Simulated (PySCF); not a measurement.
# CH3F (fluoromethane) at wB97X-V/STO-6G

Aim: the vertical ionisation energy of CH3F (fluoromethane) at wB97X-V/STO-6G, from 2 runs. The job is set up through a Python script.

The calculation is run with PySCF 2.14.0.

8 further runs of the same task are left out: 1 that didn't finish, 7 set aside as unsound or not needed.

**1. The system as given**

CH3F: 5 atoms, total charge 0, spin state singlet. As SMILES, `CF`. The coordinates come from a PBE0-D4/def2-TZVP relaxation.

Bond lengths: C1–F2 1.376 Å, C1–H3 1.092 Å, C1–H4 1.092 Å, C1–H5 1.092 Å. Angles: F2–C1–H3 109.1°, F2–C1–H4 109.1°, F2–C1–H5 109.1°, H3–C1–H4 109.9°, H3–C1–H5 109.9°, H4–C1–H5 109.9°.

**2. The energy at wB97X-V/STO-6G**

The input, calc.py:

```python
from pyscf import gto, dft

mol = gto.Mole()
mol.atom = '''
C       -0.050700       0.032900       0.007800
F        1.094100      -0.710500      -0.168600
H       -0.918700      -0.626900      -0.058000
H       -0.104800       0.796000      -0.772000
H       -0.019800       0.508500       0.990700
'''
mol.charge = 0
mol.verbose = 4
mol.spin = 0
mol.basis = 'sto-6g'
mol.max_memory = 1860
mol.build()

ks = dft.RKS(mol, xc='wb97x-v')
ks.nlcgrids.level = 1
ks.grids.level = 5
ks.conv_tol = 1e-10
ks.kernel()
if not ks.converged:
    ks = ks.newton().run(ks.mo_coeff, ks.mo_occ)

energy = ks.e_tot
print('E(%s) = %.9f' % ('WB97X-V', energy))
```

Command:

```bash
$ OMP_NUM_THREADS=1 python calc.py
```

The log of the run:

```text
PySCF version 2.14.0

[INPUT] num. atoms = 5
[INPUT] num. electrons = 18
[INPUT] charge = 0
[INPUT] spin (= nelec alpha-beta = 2S) = 0
[INPUT] symmetry False subgroup None
[INPUT] Mole.unit = angstrom
[INPUT] Symbol           X                Y                Z      unit          X                Y                Z       unit  Magmom
[INPUT]  1 C     -0.050700000000   0.032900000000   0.007800000000 AA   -0.095809114515   0.062171989498   0.014739863772 Bohr   0.0
[INPUT]  2 F      1.094100000000  -0.710500000000  -0.168600000000 AA    2.067549352887  -1.342650411503  -0.318607824602 Bohr   0.0
[INPUT]  3 H     -0.918700000000  -0.626900000000  -0.058000000000 AA   -1.736091390638  -1.184669307490  -0.109604115225 Bohr   0.0
[INPUT]  4 H     -0.104800000000   0.796000000000  -0.772000000000 AA   -0.198043297854   1.504221995154  -1.458868568164 Bohr   0.0
[INPUT]  5 H     -0.019800000000   0.508500000000   0.990700000000 AA   -0.037416577266   0.960925734341   1.872151671607 Bohr   0.0

nuclear repulsion = 37.4512500732958
number of shells = 9
number of NR pGTOs = 78
number of NR cGTOs = 13
basis = sto-6g
ecp = {}

******** <class 'pyscf.dft.rks.RKS'> ********
method = RKS
initial guess = minao
damping factor = 0
level_shift factor = 0
DIIS = <class 'pyscf.scf.diis.CDIIS'>
diis_start_cycle = 1
diis_space = 8
diis_damp = 0
SCF conv_tol = 1e-10
SCF conv_tol_grad = None
SCF max_cycles = 50
direct_scf = True
direct_scf_tol = 1e-13
XC library pyscf.dft.libxc version 7.0.0
    S. Lehtola, C. Steigemann, M. J.T. Oliveira, and M. A.L. Marques.,  SoftwareX 7, 1–5 (2018)
XC functionals = wb97x-v
    N. Mardirossian and M. Head-Gordon.,  Phys. Chem. Chem. Phys. 16, 9904-9924 (2014)
radial grids:
    Treutler-Ahlrichs [JCP 102, 346 (1995); DOI:10.1063/1.469408] (M4) radial grids

becke partition: Becke, JCP 88, 2547 (1988); DOI:10.1063/1.454033
pruning grids: <function nwchem_prune>
grids dens level: 5
symmetrized grids: False
atomic radii adjust function: <function treutler_atomic_radii_adjust>
** Following is NLC and NLC Grids **
NLC functional = wb97x-v
radial grids:
    Treutler-Ahlrichs [JCP 102, 346 (1995); DOI:10.1063/1.469408] (M4) radial grids

becke partition: Becke, JCP 88, 2547 (1988); DOI:10.1063/1.454033
pruning grids: <function nwchem_prune>
grids dens level: 1
symmetrized grids: False
atomic radii adjust function: <function treutler_atomic_radii_adjust>
small_rho_cutoff = 0
Set gradient conv threshold to 1e-05
Initial guess from minao.
tot grids = 157480
tot grids = 17896
init E= -139.083689591021
  HOMO = -0.356124350264737  LUMO = 0.264305685770517  gap/eV = 16.88276
cycle= 1 E= -139.027020320222  delta_E= 0.0567  |g|= 0.376  |ddm|= 2.37
  HOMO = -0.175744454521263  LUMO = 0.432314946525522  gap/eV = 16.54614
cycle= 2 E= -139.07356031801  delta_E= -0.0465  |g|= 0.208  |ddm|= 0.85
  HOMO = -0.279780291241273  LUMO = 0.442042553756455  gap/eV = 19.64180
cycle= 3 E= -139.086388619071  delta_E= -0.0128  |g|= 0.0117  |ddm|= 0.259
  HOMO = -0.293473388878115  LUMO = 0.434195634193858  gap/eV = 19.80088
cycle= 4 E= -139.086462916382  delta_E= -7.43e-05  |g|= 0.00304  |ddm|= 0.0268
  HOMO = -0.291507175101528  LUMO = 0.436384722245517  gap/eV = 19.80695
cycle= 5 E= -139.086467413289  delta_E= -4.5e-06  |g|= 0.000377  |ddm|= 0.00624
  HOMO = -0.291382582223825  LUMO = 0.43629321768217  gap/eV = 19.80107
cycle= 6 E= -139.086467514308  delta_E= -1.01e-07  |g|= 3.06e-05  |ddm|= 0.00122
  HOMO = -0.291396111296051  LUMO = 0.436316593682743  gap/eV = 19.80207
cycle= 7 E= -139.086467514826  delta_E= -5.17e-10  |g|= 5.51e-06  |ddm|= 6.72e-05
  HOMO = -0.291395639962869  LUMO = 0.436315022754104  gap/eV = 19.80202
cycle= 8 E= -139.086467514845  delta_E= -1.89e-11  |g|= 3.05e-07  |ddm|= 1.59e-05
  HOMO = -0.291395971762904  LUMO = 0.436315154279001  gap/eV = 19.80203
Extra cycle  E= -139.086467514845  delta_E= -1.14e-13  |g|= 6.26e-08  |ddm|= 6.32e-07
converged SCF energy = -139.086467514845
E(WB97X-V) = -139.086467515
```

Wall time 14 s (1 thread of Arm Neoverse V1, shared host); peak memory 0.17 GiB.

**3. The doublet cation at the same level**

The input, calc.py:

```python
from pyscf import gto, dft

mol = gto.Mole()
mol.atom = '''
C       -0.050700       0.032900       0.007800
F        1.094100      -0.710500      -0.168600
H       -0.918700      -0.626900      -0.058000
H       -0.104800       0.796000      -0.772000
H       -0.019800       0.508500       0.990700
'''
mol.verbose = 3
mol.basis = 'sto-6g'
mol.charge = 1
mol.spin = 1
mol.max_memory = 1860
mol.build()

calc0 = dft.UKS(mol, xc='wb97x-v')
calc0.conv_tol = 1e-10
calc0.grids.level = 5
calc0.nlcgrids.level = 1
calc0.kernel()
if not calc0.converged:
    calc0 = calc0.newton().run(calc0.mo_coeff, calc0.mo_occ)

etot = calc0.e_tot
print('Final energy', etot)
```

Command:

```bash
$ OMP_NUM_THREADS=1 python calc.py
```

The log of the run:

```text
converged SCF energy = -138.706486752802  <S^2> = 0.75160698  2S+1 = 2.0016063
Final energy -138.70648675280188
```

Wall time 52 s (1 thread of Arm Neoverse V1, shared host); peak memory 0.18 GiB.

**4. Summary of results**

At wB97X-V/STO-6G:

```
                                          quantity          value
                        singlet CH3F: total energy  -139.08647 Eh
                       singlet CH3F: dipole moment         0.99 D
                         singlet CH3F: HOMO energy       -7.93 eV
                         singlet CH3F: LUMO energy       11.87 eV
                       singlet CH3F: HOMO–LUMO gap       19.80 eV
                      doublet cation: total energy  -138.70649 Eh
doublet cation: HOMO energy (highest over α and β)      -21.20 eV
 doublet cation: LUMO energy (lowest over α and β)      -12.51 eV
                              doublet cation: ⟨S²⟩          0.752
vertical ionisation energy (to the doublet cation)      10.340 eV
```

What this shows: The vertical ionisation energy comes to 10.34 eV (238 kcal/mol). −ε(HOMO) before ionisation, 7.93 eV, is 2.41 eV below this ionisation energy. In a minimal basis such a difference can be off by several eV, whatever the method. Mulliken charges (singlet CH3F) run from -0.12 on C1 to +0.08 on H3; they depend strongly on the basis.
